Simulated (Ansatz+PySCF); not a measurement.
## triplet B₂: levels of theory in one basis

```xyz
2

B     0.0000    0.0000   -0.9049
B     0.0000    0.0000    0.9049
```

Basis set: 6-31G (spherical functions). Left uncorrelated: 2 orbitals. Correlation on ROHF uses semicanonical orbitals with singles. Charge 0, multiplicity 3.

Computed with Ansatz (development build ahead of 0.2.0); each method stands on the lowest determinant of its kind that the runs found.

```csv
method,E − E(ROHF) (eV),<S²> of the determinant
ROHF,0.00,2.00
UHF,-0.42,2.64
ROHF-MP2,-1.66,–
UHF-MP2,-1.76,2.64
ROHF-CCSD,-2.86,–
UHF-CCSD,-2.90,2.64
ROHF-CCSD(T),-2.99,–
UHF-CCSD(T),-3.17,2.64
```

Task: What does full CI (lowest root of this spin) give on the same scale?

Result: -3.37 eV.

Task: Is a single determinant a sound starting point here?

Result: It is doubtful. Unrestricted orbitals lower Hartree–Fock by 0.42 eV and <S²> is 2.64 where a pure state has 2.00, a sign of strong static correlation.

Caution for ROHF, UHF, ROHF-MP2, UHF-MP2, ROHF-CCSD, UHF-CCSD, ROHF-CCSD(T), UHF-CCSD(T): the determinant may break the point group. Caution for UHF, UHF-MP2, UHF-CCSD, UHF-CCSD(T): the unrestricted determinant is spin contaminated. Caution for ROHF-MP2, UHF-MP2, ROHF-CCSD(T), UHF-CCSD(T): another reference gives a lower total. Caution for UHF-MP2, UHF-CCSD, UHF-CCSD(T): large share of triples, a single reference is doubtful.
